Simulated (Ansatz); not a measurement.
# H3OSSi: the cost of one run

Program: Ansatz 0.2.0. Level of theory: UKS B3LYP-D4/6-31G*. These are calculated values, not measurements.

### Step 1. The starting structure

Bond lengths: O1–Si2 1.668 Å, Si2–S3 2.144 Å, O1–H4 0.963 Å, Si2–H5 1.494 Å, Si2–H6 1.482 Å. Angles: O1–Si2–S3 105.6°, O1–Si2–H5 108.2°, O1–Si2–H6 109.8°, S3–Si2–H5 110.6°, S3–Si2–H6 110.3°, H5–Si2–H6 112.1°, Si2–O1–H4 106.3°.

As a file:

```xyz
6

O    -0.3408   -1.3101   -0.1468
Si    0.3719    0.1664    0.1599
S    -1.0548    1.6377   -0.4682
H    -1.1970   -1.1190   -0.5442
H     1.6189    0.2604   -0.6577
H     0.6439    0.3007    1.6107
```

### Step 2. End point A

The input, input.yaml:

```yaml
crystal:
  periodic: [false, false, false]
  atoms:
    - { symbol: O, position_ang: [-0.3408, -1.3101, -0.1468] }
    - { symbol: Si, position_ang: [0.3719, 0.1664, 0.1599] }
    - { symbol: S, position_ang: [-1.0548, 1.6377, -0.4682] }
    - { symbol: H, position_ang: [-1.197, -1.119, -0.5442] }
    - { symbol: H, position_ang: [1.6189, 0.2604, -0.6577] }
    - { symbol: H, position_ang: [0.6439, 0.3007, 1.6107] }
magnetization:
  spin_polarized: true
  initial_magnetization: 1
basis:
  gaussian: { orbitals: "6-31G*" }
hamiltonian:
  xc: b3lyp
  dispersion: d4
relax:
  f_tol: 0.02
  max_steps: 50
```

Command:

```bash
> ansatz run input.yaml --threads 1 --pin off --max-ram 2048MiB --backend cpu --events-out ev --progress --plain --runs-dir out
```

What time and memory should one allow on 1 thread of Arm Neoverse V2, shared host?

About 63 s, with a peak of 0.15 GiB.
